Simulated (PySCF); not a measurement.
## Working out the ionisation energy of S

S [Ne] 3s2 3p4 (3P) → S⁺ [Ne] 3s2 3p3 (4S). Computed with PySCF 2.14 in x2c-TZVPPall with one added diffuse shell each of s, p, d type (6s6p4d1f, 51 functions), with the spin-free X2C one-electron Hamiltonian (Gaussian nucleus). Frozen: 1s2. Energies in hartree (1 hartree = 27.21139 eV):

```
            part    S (lower)   S⁺ (upper)
             UHF  -398.584924  -398.246029
CCSD correlation    -0.298507    -0.267345
             (T)    -0.006330    -0.004954
```

Question: What does Hartree-Fock give?

Answer: (-398.246029) − (-398.584924) = 0.338895 hartree = 9.222 eV.

Question: What do CCSD and CCSD(T) give?

Answer: The CCSD correlation energies differ by 0.031162 hartree = 0.848 eV and the triples by 0.001376 hartree = 0.037 eV, so CCSD gives 10.070 eV and CCSD(T) 10.107 eV.

Measured between the centres of the two terms (NIST): 10.336 eV, so CCSD(T) (valence and next inner shell) is off by -0.229 eV.

What remains against the reference includes basis incompleteness, the frozen core and higher excitations.
